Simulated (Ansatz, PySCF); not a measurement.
Species: formonitrile, CHN, charge 0, multiplicity 1. 
Structure (B3LYP-D3(BJ)/def2-TZVP (Ansatz, a first-principles code) minimum search):
```xyz
3

C      0.0000     0.0000    -0.4969
N      0.0000     0.0000     0.6493
H      0.0000     0.0000    -1.5636
```

Dipole moments at this geometry, in debye (magnitudes).

```tsv
level	program	dipole (D)
PBE/def2-TZVPD	Ansatz	2.95
revPBE/def2-TZVPD	Ansatz	2.93
TPSS/def2-TZVPD	PySCF	2.97
M06-L/def2-TZVPD	PySCF	2.91
r2SCAN/def2-TZVPD	Ansatz	3.03
B97M-V/def2-TZVPD	Ansatz	2.98
BHLYP/def2-TZVPD	Ansatz	3.14
TPSSh/def2-TZVPD	PySCF	3.00
r2SCAN0/def2-TZVPD	Ansatz	3.09
MN15/def2-TZVPD	PySCF	3.03
LC-wPBE/def2-TZVPD	Ansatz	3.10
wB97X-V/def2-TZVPD	Ansatz	3.08
CCSD(T)/aug-cc-pVDZ	Ansatz	3.00
```

Measured: 2.98 D (NIST CCCBDB, as tabulated in the package chemicals), a vibrational average. This is an older compilation, not checked against later work.
